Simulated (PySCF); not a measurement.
Structure problem from calculated spectra and properties.

Formula: CHF3S.

- UV, first state: lowest singlet excitation: 5.73 eV (216 nm, f = 0.002) [TDDFT B3LYP/def2-SVPD]
- Triplet: lowest triplet excitation (Tamm–Dancoff): 5.18 eV [TDA B3LYP/def2-SVPD]
- UV, strongest line: among the 10 lowest singlet transitions: S10 at 9.66 eV (128 nm, f = 0.235) [TDDFT B3LYP/def2-SVPD]
- Rotational structure: rotational constants A, B, C: 5.647, 3.276, 3.221 GHz [PBE0-D3(BJ)/def2-SVP]
- Polarisability: 37.8 au [B3LYP/def2-SVPD]
- 13C NMR: chemical shifts (computed TMS as zero) by class: 148.9 (1 C) ppm [GIAO PBE/pcSseg-2]

The electronic properties come from PySCF, for the isolated species, density fitting. Levels stand in brackets. Geometry: PBE0-D3(BJ)/def2-SVP; no solvent, vibrations or thermal averaging. NMR classes are plain means over equivalent atoms (diastereotopic ones count apart unless rotation or inversion swaps them), as if these changed places fast.

**Question.** Propose a structure and show how it fits.

**Answer.** Numbering: `[F:1][C:2]([F:3])([F:4])[SH:5]`. Its formula, CHF3S, gives 0 degrees of unsaturation, so no ring and no π bond. The one carbon: CF3 carbon [C2] (148.9 ppm). S1 is mainly HOMO→LUMO (weight 0.99); the largest Löwdin shares of the orbital it empties are 0.79 on the thiol sulfur, 0.07 on the CF3 carbon and 0.06 on the S–H hydrogen, of the orbital it fills 0.60 on the thiol sulfur, 0.18 on the S–H hydrogen and 0.13 on the CF3 carbon. The optimised geometry has point group Cs and is an asymmetric top. Structure: `FC(F)(F)S`. The assignments are read from this structure; whether some other isomer fits the data as well wasn't checked.

The values belong to the conformer `[F:1][C:2]([F:3])([F:4])[SH:5]`: H–S5–C2–F1 -60°.
